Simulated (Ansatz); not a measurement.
A nudged elastic band was laid between two geometries of CH$_{8}$Si$_{2}$ (11 atoms, charge 0, multiplicity 1).

Computed with RKS revPBE/6-31G* in Ansatz 0.2.0.

```yaml
movable_images: 5
climbing_image: yes
spring: 5.0 eV/Å²
optimiser: quadratic models (default)
start_path: through a guess of the saddle point
force_threshold: 0.05 eV/Å
iteration_limit: 60
end_points: relaxed
```

Initial state:

```xyz
11
Properties=species:S:1:pos:R:3
Si 0.548 0.086 -0.019
C 0.702 -0.085 1.877
H -0.276 -0.313 2.335
H 1.399 -0.902 2.134
H 1.083 0.846 2.329
H 1.904 0.355 -0.620
Si -0.922 1.819 -0.668
H -2.312 1.578 -0.143
H -0.459 3.150 -0.139
H -1.007 1.923 -2.167
H 0.059 -1.209 -0.613
```

Final state:

```xyz
11
Properties=species:S:1:pos:R:3
Si -0.327 -0.551 -0.848
C 1.515 0.047 1.750
H 0.445 -0.234 1.774
H 2.100 -0.755 2.227
H 1.639 0.993 2.300
H 1.881 0.186 0.717
Si -1.094 1.734 -0.894
H -2.344 1.668 -1.751
H -1.503 2.344 0.423
H -0.159 2.699 -1.575
H -1.434 -0.882 0.182
```

What changes between the two ends?

Bonds broken: Si1–C2, Si1–H6. Bonds formed: C2–H6. CH8Si2 becomes CH4 + H4Si2.

What energy profile does the band end with?

The run converged. The highest image is number 4 of 0 to 6, 2.71 eV above the first end and 0.71 eV above the last; the last end lies 2.01 eV above the first. Neighbouring images differ by up to 1.3 eV, so the band resolves the path poorly. A vibrational analysis at the climbing image gives one clearly imaginary mode, 1105i cm⁻¹: a first-order saddle point. The orbitals stay closed-shell, which can raise the energy where a bond breaks towards radicals; this wasn't checked here.

```csv
image,path coordinate (Å),energy (eV),Si1–C2 (Å),Si1–H6 (Å),C2–H6 (Å)
0,0.00,0.00,1.91,1.51,2.81
1,0.57,0.02,1.91,1.51,2.79
2,1.14,0.26,1.89,1.49,2.52
3,1.70,1.54,2.02,1.46,2.01
4,2.27,2.71,2.35,1.54,1.54
5,4.50,2.02,3.14,2.19,1.12
6,6.73,2.01,3.24,2.81,1.10
```

What is the geometry of the highest image?


```xyz
11
Properties=species:S:1:pos:R:3
Si 0.693 -0.036 -0.673
C 0.673 0.007 1.675
H -0.388 -0.245 1.799
H 1.295 -0.742 2.190
H 0.898 1.021 2.035
H 1.680 -0.056 0.510
Si -0.765 1.819 -0.649
H -1.973 1.655 0.238
H -0.015 3.037 -0.182
H -1.258 2.096 -2.043
H -0.122 -1.307 -0.596
```

The run took 120 s on 1 thread of Intel(R) Xeon(R) 6975P-C (Granite Rapids), with other jobs on the host, peak memory 0.13 GiB.
